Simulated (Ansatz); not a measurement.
A made-up structure of B2HO, doublet:

```
atom    x (Å)    y (Å)    z (Å)
  B1  -0.5757   0.6574  -0.1043
  B2   0.4604  -0.5094   0.3468
  O3  -0.5562   1.7614   0.9110
  H4  -1.0993   1.2050  -1.0089
```

It is relaxed with PBE-D4/def2-SVP and then PBE0-D4/def2-TZVP (Ansatz 0.2.0). Atoms count as bonded within 1.22 times the sum of their covalent radii (H–H: 0.88 Å). The end point is not checked to be a true minimum.

(1) Does its bonding change? (Judge from chemistry; the calculation decides.)

## Answers

(1) Computed: Yes. Formed: B2–O3; broken: none.

Where it ends: The first stage lowers the energy by 3.58 eV in 11 steps. It ends as B₂HO ([B]1[BH][O]1):
B1  (-0.595, 0.738, -0.336)
B2  (0.319, -0.059, 0.706)
O3  (-0.233, 1.167, 0.930)
H4  (-1.262, 1.269, -1.156)
(Å)

Labels in which every atom is bracketed show which atoms are joined, not bond orders.

For scale, one of the runs: PBE0-D4/def2-TZVP relaxation, 99 basis functions, launched by `ansatz run in.yaml --threads 2 --pin off --events-out ev --progress --plain --max-ram 4352MiB`. Hardware: 2 CPU threads of an Arm Neoverse V2, shared host. Wall time about 7.5 s.
